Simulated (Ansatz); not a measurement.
Calculation: B3LYP-D3(BJ)/def2-TZVP (Ansatz, a program for electronic structure). No frequencies were computed at this level.

Ansatz 0.2 input:
```yaml
crystal:
  periodic: [false, false, false]
  atoms:
    - { symbol: C, position_ang: [-0.823377, 0.483807, -0.143365] }
    - { symbol: C, position_ang: [0.164694, -0.652946, -0.313126] }
    - { symbol: S, position_ang: [1.602126, -0.492811, 0.807104] }
    - { symbol: H, position_ang: [-1.688551, 0.319865, -0.782934] }
    - { symbol: H, position_ang: [-1.159292, 0.543687, 0.88935] }
    - { symbol: H, position_ang: [-0.367726, 1.434611, -0.41431] }
    - { symbol: H, position_ang: [0.542497, -0.710678, -1.334063] }
    - { symbol: H, position_ang: [-0.28478, -1.608735, -0.045841] }
    - { symbol: H, position_ang: [2.014405, 0.683199, 0.337543] }
basis:
  gaussian: { orbitals: def2-tzvp }
hamiltonian:
  xc: b3lyp
  dispersion: d3bj
relax:
  max_steps: 150
```

Output:

```
Functional definition: B3LYP
895 factors; their error is unknown
mean field evaluation 1: about -13001.4489 eV, gradient 5.8e1 eV
mean field evaluation 2: about -12993.9925 eV, gradient 7.6e1 eV
mean field evaluation 4: about -13009.1856 eV, gradient 3.9e0 eV
mean field evaluation 8: about -13009.2174 eV, gradient 3.8e-2 eV
mean field evaluation 16: about -13009.2177 eV, gradient 1.4e-4 eV
mean field -13009.21771367 eV, -478.0799330130 hartree, gradient 2.6e-5 eV, S^2 0.000000; 0 other end points of the search recorded, 0 dependent functions left out
reference -13009.21795126 eV, -478.0799417442 hartree; 17, 17 occupied and 118, 118 virtual orbitals, 895 factors
relax step   1: F+E_penalty+E_count = -13009.49523047 eV  Δ(F+E_penalty+E_count) = +0.000e0 eV  max|allowed force component| = 3.486e-1 eV/Å  Δτ_max = 0.0000 Å  (28 SCF iters, accepted)
these checks for a lower state are left out or cut short: starts, cluster_reference, orbital_swaps, neighbouring_geometries, increment
895 factors; their error is unknown
mean field -13009.23030490 eV, -478.0803957320 hartree, gradient 9.1e-6 eV, S^2 0.000000; 0 other end points of the search recorded, 0 dependent functions left out
reference -13009.23054383 eV, -478.0804045124 hartree; 17, 17 occupied and 118, 118 virtual orbitals, 895 factors
relax step   2: F+E_penalty+E_count = -13009.50544744 eV  Δ(F+E_penalty+E_count) = -1.022e-2 eV  max|allowed force component| = 1.076e-1 eV/Å  Δτ_max = 0.0548 Å  (30 SCF iters, accepted)
these checks for a lower state are left out or cut short: starts, cluster_reference, orbital_swaps, neighbouring_geometries, increment
895 factors; their error is unknown
mean field evaluation 32: about -13009.2313 eV, gradient 9.1e-6 eV
mean field -13009.23127130 eV, -478.0804312467 hartree, gradient 9.1e-6 eV, S^2 0.000000; 0 other end points of the search recorded, 0 dependent functions left out
reference -13009.23151062 eV, -478.0804400414 hartree; 17, 17 occupied and 118, 118 virtual orbitals, 895 factors
relax step   3: F+E_penalty+E_count = -13009.50631479 eV  Δ(F+E_penalty+E_count) = -8.673e-4 eV  max|allowed force component| = 3.582e-2 eV/Å  Δτ_max = 0.0112 Å  (31 SCF iters, accepted)
these checks for a lower state are left out or cut short: starts, cluster_reference, orbital_swaps, neighbouring_geometries, increment
895 factors; their error is unknown
mean field -13009.23131130 eV, -478.0804327166 hartree, gradient 9.1e-6 eV, S^2 0.000000; 0 other end points of the search recorded, 0 dependent functions left out
reference -13009.23155071 eV, -478.0804415148 hartree; 17, 17 occupied and 118, 118 virtual orbitals, 895 factors
relax step   4: F+E_penalty+E_count = -13009.50638896 eV  Δ(F+E_penalty+E_count) = -7.417e-5 eV  max|allowed force component| = 1.842e-2 eV/Å  Δτ_max = 0.0066 Å  (31 SCF iters, accepted)
these checks for a lower state are left out or cut short: starts, cluster_reference, orbital_swaps, neighbouring_geometries, increment
895 factors; their error is unknown
mean field -13009.23131864 eV, -478.0804329862 hartree, gradient 9.1e-6 eV, S^2 0.000000; 0 other end points of the search recorded, 0 dependent functions left out
reference -13009.23155807 eV, -478.0804417853 hartree; 17, 17 occupied and 118, 118 virtual orbitals, 895 factors
relax step   5: F+E_penalty+E_count = -13009.50641784 eV  Δ(F+E_penalty+E_count) = -2.888e-5 eV  max|allowed force component| = 2.364e-3 eV/Å  Δτ_max = 0.0044 Å  (32 SCF iters, accepted)
895 factors; their error is unknown
mean field evaluation 64: about -13009.2313 eV, gradient 8.5e-3 eV
mean field -13009.23131864 eV, -478.0804329862 hartree, gradient 9.1e-6 eV, S^2 0.000000; 1 other end points of the search recorded, 0 dependent functions left out
reference -13009.23155807 eV, -478.0804417853 hartree; 17, 17 occupied and 118, 118 virtual orbitals, 895 factors
Total energy: -13009.50665727 eV, -478.0905514943 hartree
Atom 0 at    -0.839422     0.483494    -0.144798 Å, force     0.001240    -0.000104     0.001553 eV/Å
Atom 1 at     0.174120    -0.639073    -0.301613 Å, force     0.000841     0.002364    -0.001875 eV/Å
Atom 2 at     1.619256    -0.502875     0.812172 Å, force    -0.000634     0.000670     0.001124 eV/Å
Atom 3 at    -1.696183     0.318915    -0.803660 Å, force    -0.000828    -0.000951    -0.000401 eV/Å
Atom 4 at    -1.198916     0.544094     0.882666 Å, force     0.000188    -0.000470    -0.000799 eV/Å
Atom 5 at    -0.398161     1.447668    -0.403581 Å, force     0.000008     0.000270     0.000400 eV/Å
Atom 6 at     0.527996    -0.714672    -1.329617 Å, force    -0.000596    -0.000489    -0.000809 eV/Å
Atom 7 at    -0.269091    -1.601663    -0.042379 Å, force     0.000052     0.000137     0.000996 eV/Å
Atom 8 at     2.080397     0.664110     0.331167 Å, force    -0.000271    -0.001425    -0.000189 eV/Å
Dipole moment:    -0.213377     0.113967    -0.240734 e Å
```

Cost: very roughly 17 core-seconds.
